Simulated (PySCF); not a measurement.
# C4H8O: the cost of one run

Programs: PySCF 2.14.0, with density-fitted response routines of our own. Each step states its level of theory. These are calculated values for one molecule in the gas phase, unless marked as measured. Atoms are numbered from 0 throughout.

## Step 1: The starting structure

13 atoms, charge 0, multiplicity 1; geometry from: GFN2-xTB.

Bonds of the start (Å): C0–C1 1.53, C1–C2 1.53, C2–O3 1.42, O3–C4 1.42, C4–C0 1.53, C0–H5 1.09, C0–H6 1.09, C1–H7 1.09, C1–H8 1.09, C2–H9 1.10, C2–H10 1.09, C4–H11 1.10, C4–H12 1.09.

## Step 2: Geometry optimisation at PBE0-D3(BJ)/def2-SVP

The job: settings as JSON, then the geometry in Å.

```
{"job": {"xc": "PBE0", "basis": "def2-SVP", "d3": "d3bj", "grid": 1, "kind": "geom"}, "charge": 0, "multiplicity": 1}
C     -1.047650     0.411840    -0.628220
C     -0.824470    -0.988970    -0.063450
C      0.693220    -1.000820     0.118760
O      1.084530     0.331200     0.398630
C      0.002760     1.215380     0.138380
H     -0.829820     0.426210    -1.696690
H     -2.054640     0.788070    -0.465230
H     -1.322420    -1.089700     0.901540
H     -1.166670    -1.781130    -0.724890
H      1.193570    -1.331050    -0.802520
H      1.022910    -1.640320     0.942070
H     -0.403110     1.574730     1.094560
H      0.382310     2.073520    -0.422900
```

**Question.** How long does this first job take on 4 threads of AMD EPYC (Zen 3), shared host?

About 20 s.
